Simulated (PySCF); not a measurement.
## Core-level binding energies of `C=CSCF`

Species: C₃H₅FS.
Numbering: `[CH2:1]=[CH:2][S:3][CH2:4][F:5]`

The calculation used delta-SCF UKS SCAN, pcX-2 on the ionised atom, pcseg-1 elsewhere, spin-free X2C (PySCF 2.14.0). Each binding energy is the total energy of the core-ionised species, with the hole localised on one atom, minus that of the ground state; both are solved self-consistently, so orbital relaxation is included.

Task: Give the core binding energies atom by atom.

Result: 
```
atom(s)                 bonded to  level  binding energy (eV)  above the level's lowest (eV)  count
     S3                       2 C   S 1s              2477.60                           0.00      1
     F5                         C   F 1s               692.68                           0.00      1
     C4              F, S and 2 H   C 1s               293.82                          +3.62      1
     C2  S, C (double bond) and H   C 1s               291.30                          +1.10      1
     C1   C (double bond) and 2 H   C 1s               290.20                           0.00      1
```

The listed C 1s values span 3.62 eV, from C1 (bonded to C (double bond) and 2 H) to C4 (bonded to F, S and 2 H). Summing the Pauling electronegativity differences to the bonded atoms, each weighted by its formal bond order, gives -0.70 for the lowest site and +0.76 for the highest; no listed site has a larger sum than the highest.

Task: Give the binding energy of F 1s of F5 in hartree and in kJ/mol.

Result: 692.68 eV = 25.4555 Eh = 66833 kJ/mol.

Task: Which photon energy gives electrons from F 1s of F5 a kinetic energy of 20 eV, and what is their de Broglie wavelength?

Result: hν = 692.68 + 20 = 712.68 eV, recoil neglected; λ = 12.264 Å/√(E/eV) = 2.74 Å.

Not every level is listed. Geometry: PBE0-D3(BJ)/def2-SVP, one conformer, isolated molecule.

Conformer computed: `[CH2:1]=[CH:2][S:3][CH2:4][F:5]`: C1–C2–S3–C4 16°, C2–S3–C4–F5 -73°.
